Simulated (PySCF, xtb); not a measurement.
**Two structures of BFH4Si**

We compare a, a singlet given by its coordinates, with b, `B[SiH2]F`, a singlet. Both are isolated molecules in the gas phase, relaxed with B3LYP/6-31G*; the shapes shown needn't be the lowest conformers.

a (Å):

```xyz
7

B    -0.7009   -0.1221   -0.9645
F    -2.9396    0.0170    1.1896
Si   -1.4583   -0.4296    0.7379
H    -1.3821    0.1413   -1.9042
H    -0.6746    0.9059   -0.1122
H     0.4312   -0.4972   -1.0431
H    -0.6578   -0.4436    1.9937
```

Close contacts (Å): B1–Si3 1.89, F2–Si3 1.61, B1–H4 1.19, B1–H5 1.34, B1–H6 1.20, Si3–H5 1.77, Si3–H7 1.49.

b (Å):

```yaml
atoms:
  - { symbol: B, position_ang: [-1.5800, 1.3516, -0.3169] }
  - { symbol: F, position_ang: [-0.2189, -0.6140, 1.5752] }
  - { symbol: Si, position_ang: [-0.7208, -0.4289, 0.0419] }
  - { symbol: H, position_ang: [-1.9614, 1.5809, -1.4283] }
  - { symbol: H, position_ang: [-1.7436, 2.2021, 0.5054] }
  - { symbol: H, position_ang: [0.4606, -0.6076, -0.8528] }
  - { symbol: H, position_ang: [-1.6990, -1.5162, -0.2588] }
```

**Question.** Which of the two would you expect CCSD(T)/def2-TZVP electronic energies to favour?

**Answer.** Structure b; the calculation gives E(b) − E(a) = −3.0 kcal/mol.

Level by level:

```
            level      geometry  E(b) − E(a) (kcal/mol)  departure from the last row (kcal/mol)  job, with rough time for the two
     B3LYP/6-31G*  B3LYP/6-31G*                      −4.2                                    −1.2                optimisation, 64 s
     HF/def2-TZVP  B3LYP/6-31G*                     −17.2                                   −14.3           part of the CCSD(T) run
    MP2/def2-TZVP  B3LYP/6-31G*                      −2.2                                    +0.7           part of the CCSD(T) run
CCSD(T)/def2-TZVP  B3LYP/6-31G*                      −3.0                                                        single point, 81 s
```

None of the levels shown reverses the order. The largest departure from CCSD(T)/def2-TZVP is that of HF/def2-TZVP, 14.3 kcal/mol. No reliable frequencies are at hand for a, so it isn't confirmed as a minimum. Levels run at GFN2-xTB geometries aren't shown.

The correlated steps freeze 7 core orbitals. Codes used: PySCF 2.14.0, xtb 6.7.1 (Pople sets with spherical d functions); the last row on 2 threads of Arm Neoverse V2 on a shared host.
